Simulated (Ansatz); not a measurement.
C6H4F2 (`Fc1ccc(F)cc1`), 12 atoms. Charge 0, multiplicity 1. Hardware: A = 2 threads of an AMD EPYC 7R13 on a shared host and a share of an NVIDIA H100 80 GB; B = 2 threads of an AMD EPYC 7R13 on a shared host. Correlated methods freeze the cores. Open-shell runs search over several starts.

Problem. How many basis functions does each run have, and how long does it take in Ansatz? RKS ωB97M-V/def2-SVP energy [B]; RKS PBE0-D4/def2-TZVP frequencies [A]; RKS PBE0-D4/def2-TZVP relaxation (5 steps) [A]; UKS B2PLYP (frozen core)/def2-TZVPP energy of the cation [A]; UKS B3LYP-D4/def2-TZVPP energy of the cation [A]; RHF-MP2/def2-QZVPP energy [A]; RHF-CCSD(T)/def2-TZVPP energy [A]; RHF-CCSD(T)/def2-SVP energy [A]; UKS PBE0-D4/def2-TZVPP energy of the cation [A]; RKS B3LYP-D4/def2-TZVPP energy and forces [A]; RKS ωB97M-V/def2-QZVPP energy [A]; UHF-MP2/def2-QZVPP energy of the cation [A]. (Best estimate.)

Solution. Ansatz gave: Other jobs shared the machine, so times are rough.

```tsv
level	job	functions	wall time	peak host memory (GiB)
RHF-CCSD(T)/def2-SVP	energy [A]	132	1.7 s	0.81
UKS B3LYP-D4/def2-TZVPP	energy of the cation [A]	304	3 s	0.94
UKS PBE0-D4/def2-TZVPP	energy of the cation [A]	304	3 s	0.94
RHF-MP2/def2-QZVPP	energy [A]	576	3.8 s	1.2
RKS ωB97M-V/def2-QZVPP	energy [A]	576	3.8 s	1.2
UKS B2PLYP (frozen core)/def2-TZVPP	energy of the cation [A]	304	4.1 s	1.5
RKS B3LYP-D4/def2-TZVPP	energy and forces [A]	304	4.5 s	0.92
RHF-CCSD(T)/def2-TZVPP	energy [A]	304	4.8 s	0.9
RKS ωB97M-V/def2-SVP	energy [B]	132	7.5 s	0.57
RKS PBE0-D4/def2-TZVP	relaxation (5 steps) [A]	272	10 s	0.93
UHF-MP2/def2-QZVPP	energy of the cation [A]	576	11 s	1.3
RKS PBE0-D4/def2-TZVP	frequencies [A]	272	72 s	0.96
```

B3LYP here is the variant with VWN-RPA as its local correlation; programs differ in this.
